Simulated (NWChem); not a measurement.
**A calculation on CHO (+1)**

The numbers come from NWChem runs, not from measurements. The geometry was optimised at PBE/def2-SVP, a minimum by its harmonic frequencies.

The NWChem input:

```
start mol
memory heap 200 mb stack 900 mb global 1100 mb
charge 1
geometry "system" units angstroms nocenter noautoz noautosym
  C      0.000000     0.000000    -0.521915
  O      0.000000     0.000000     0.596550
  H      0.000000     0.000000    -1.640908
end
set geometry "system"
basis spherical
  * library 6-31g*
end
dft
  xc pbe0
  semidirect memsize 60000000 filesize 0
  iterations 100
  convergence energy 1e-10 density 1e-9 gradient 1e-8
  tolerances tight
end
task dft energy
rt_tddft
  tmax 200.0
  dt 0.2
  tag "kick"
  print dipole
  field "kick"
    type delta
    polarization x
    max 0.0001
  end
  excite "system" with "kick"
end
task dft rt_tddft
```

Change of the dipole's x component after the kick, in units of 1e-4 a.u.:

```json
[
 {"time (a.u.)": "0.0", "Δμ": "0.000"},
 {"time (a.u.)": "0.4", "Δμ": "0.282"},
 {"time (a.u.)": "0.8", "Δμ": "0.504"},
 {"time (a.u.)": "1.2", "Δμ": "0.452"},
 {"time (a.u.)": "1.6", "Δμ": "0.229"},
 {"time (a.u.)": "2.0", "Δμ": "0.017"},
 {"time (a.u.)": "2.4", "Δμ": "-0.059"},
 {"time (a.u.)": "2.8", "Δμ": "0.035"},
 {"time (a.u.)": "3.2", "Δμ": "0.206"},
 {"time (a.u.)": "3.6", "Δμ": "0.320"},
 {"time (a.u.)": "4.0", "Δμ": "0.298"},
 {"time (a.u.)": "4.4", "Δμ": "0.139"},
 {"time (a.u.)": "4.8", "Δμ": "-0.085"},
 {"time (a.u.)": "5.2", "Δμ": "-0.254"},
 {"time (a.u.)": "5.6", "Δμ": "-0.282"},
 {"time (a.u.)": "6.0", "Δμ": "-0.175"},
 {"time (a.u.)": "6.4", "Δμ": "-0.024"},
 {"time (a.u.)": "6.8", "Δμ": "0.062"},
 {"time (a.u.)": "7.2", "Δμ": "0.036"},
 {"time (a.u.)": "7.6", "Δμ": "-0.087"},
 {"time (a.u.)": "8.0", "Δμ": "-0.235"},
 {"time (a.u.)": "8.4", "Δμ": "-0.309"},
 {"time (a.u.)": "8.8", "Δμ": "-0.262"},
 {"time (a.u.)": "9.2", "Δμ": "-0.116"},
 {"time (a.u.)": "9.6", "Δμ": "0.070"},
 {"time (a.u.)": "10.0", "Δμ": "0.190"},
 {"time (a.u.)": "10.4", "Δμ": "0.164"},
 {"time (a.u.)": "10.8", "Δμ": "0.033"},
 {"time (a.u.)": "11.2", "Δμ": "-0.094"},
 {"time (a.u.)": "11.6", "Δμ": "-0.122"},
 {"time (a.u.)": "12.0", "Δμ": "-0.003"},
 {"time (a.u.)": "12.4", "Δμ": "0.194"},
 {"time (a.u.)": "12.8", "Δμ": "0.326"},
 {"time (a.u.)": "13.2", "Δμ": "0.320"},
 {"time (a.u.)": "13.6", "Δμ": "0.193"},
 {"time (a.u.)": "14.0", "Δμ": "0.021"},
 {"time (a.u.)": "14.4", "Δμ": "-0.101"},
 {"time (a.u.)": "14.8", "Δμ": "-0.122"},
 {"time (a.u.)": "15.4", "Δμ": "-0.013"},
 {"time (a.u.)": "15.8", "Δμ": "0.068"},
 {"time (a.u.)": "16.2", "Δμ": "0.080"},
 {"time (a.u.)": "16.6", "Δμ": "-0.002"},
 {"time (a.u.)": "17.0", "Δμ": "-0.134"},
 {"time (a.u.)": "17.4", "Δμ": "-0.229"},
 {"time (a.u.)": "17.8", "Δμ": "-0.219"},
 {"time (a.u.)": "18.2", "Δμ": "-0.092"},
 {"time (a.u.)": "18.6", "Δμ": "0.071"},
 {"time (a.u.)": "19.0", "Δμ": "0.149"},
 {"time (a.u.)": "19.4", "Δμ": "0.098"},
 {"time (a.u.)": "19.8", "Δμ": "-0.035"},
 {"time (a.u.)": "20.2", "Δμ": "-0.164"},
 {"time (a.u.)": "20.6", "Δμ": "-0.192"},
 {"time (a.u.)": "21.0", "Δμ": "-0.098"},
 {"time (a.u.)": "21.4", "Δμ": "0.038"},
 {"time (a.u.)": "21.8", "Δμ": "0.127"},
 {"time (a.u.)": "22.2", "Δμ": "0.112"},
 {"time (a.u.)": "22.6", "Δμ": "-0.004"},
 {"time (a.u.)": "23.0", "Δμ": "-0.121"},
 {"time (a.u.)": "23.4", "Δμ": "-0.127"},
 {"time (a.u.)": "23.8", "Δμ": "-0.014"},
 {"time (a.u.)": "24.2", "Δμ": "0.146"},
 {"time (a.u.)": "24.6", "Δμ": "0.249"},
 {"time (a.u.)": "25.0", "Δμ": "0.232"},
 {"time (a.u.)": "25.4", "Δμ": "0.134"},
 {"time (a.u.)": "25.8", "Δμ": "0.036"},
 {"time (a.u.)": "26.2", "Δμ": "-0.017"},
 {"time (a.u.)": "26.6", "Δμ": "-0.016"},
 {"time (a.u.)": "27.0", "Δμ": "0.018"},
 {"time (a.u.)": "27.4", "Δμ": "0.058"},
 {"time (a.u.)": "27.8", "Δμ": "0.080"},
 {"time (a.u.)": "28.2", "Δμ": "0.057"},
 {"time (a.u.)": "28.6", "Δμ": "-0.016"},
 {"time (a.u.)": "29.0", "Δμ": "-0.117"},
 {"time (a.u.)": "29.4", "Δμ": "-0.214"},
 {"time (a.u.)": "29.8", "Δμ": "-0.259"}
]
```
